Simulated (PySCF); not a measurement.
PySCF input for COS, SMILES O=C=S, PBE/pcJ-1. Coordinates come from a B3LYP-D3(BJ)/def2-TZVP optimisation.

```python
import numpy as np
from pyscf import gto, scf, dft
from pyscf.prop.ssc import rks as ssc

mol = gto.M(
    atom='''
    O     0.00000000    0.00000000   -1.68048713
    C     0.00000000    0.00000000   -0.52503338
    S     0.00000000    0.00000000    1.03713109
    ''',
    basis='pcJ-1',
    charge=0,
    spin=0,
    max_memory=1600,
    verbose=3,
)
mf = dft.RKS(mol, xc='pbe')
mf.grids.level = 3
mf.conv_tol = 1e-10
mf.max_cycle = 100
mf.kernel()
j = ssc.SSC(mf)
j.with_fcsd = True
j.max_cycle_cphf = 80
j.conv_tol = 1e-7
e11 = j.kernel()
```

Output:

```
converged SCF energy = -508.680732397972
Reduced spin-spin coupling constant K (Hz)
               #0        #1        #2
        0 O    0.00000
        1 C  -26.49469   0.00000
        2 S    6.52557 -58.73093   0.00000
Spin-spin coupling constant J (Hz)
               #0        #1        #2
        0 O    0.00000
        1 C   28.19502   0.00000
        2 S   -2.12170 -35.41298   0.00000
```

The calculation finished and met its thresholds.
